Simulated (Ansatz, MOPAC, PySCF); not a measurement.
Process, species as SMILES: C(#N)/C=C\C -> c1cc[nH]c1 [1H-pyrrole]

Wanted: isomerisation energy (enthalpy at 298 K), in kcal/mol. Terms: no spin-orbit coupling; non-relativistic; dispersion terms only where a functional's name holds one. First-principles rows: single points at B3LYP-D3(BJ) geometries (Ansatz, a program for electronic structure), with unscaled harmonic terms from B3LYP/6-31G* (Ansatz) at its own minima. Semi-empirical rows: MOPAC heats of formation at their own minima for 298 K.

```tsv
species	coefficient	E at BP86/def2-SVP (PySCF), Eh	E at B3LYP/def2-TZVPD (Ansatz), Eh	H(298 K) - E, kcal/mol	heat of formation at PM6 (MOPAC), kcal/mol
C/C=C\C#N	-1	-209.99000	-210.23869	53.94	35.11
c1cc[nH]c1	+1	-210.01937	-210.25494	54.94	25.75
```

 1 Eh = 627.5095 kcal/mol.

Task: Compute it at each level from the table.

Result: 
- BP86/def2-SVP: the sum of coefficient times E is -0.02937 Eh, or -18.43 kcal/mol; the thermal terms add 1.00. Result: -17.4 kcal/mol.
- B3LYP/def2-TZVPD: the sum of coefficient times E is -0.01625 Eh, or -10.20 kcal/mol; the thermal terms add 1.00. Result: -9.2 kcal/mol.
- PM6: the sum of coefficient times heat of formation is -9.36 kcal/mol; it needs no thermal term.
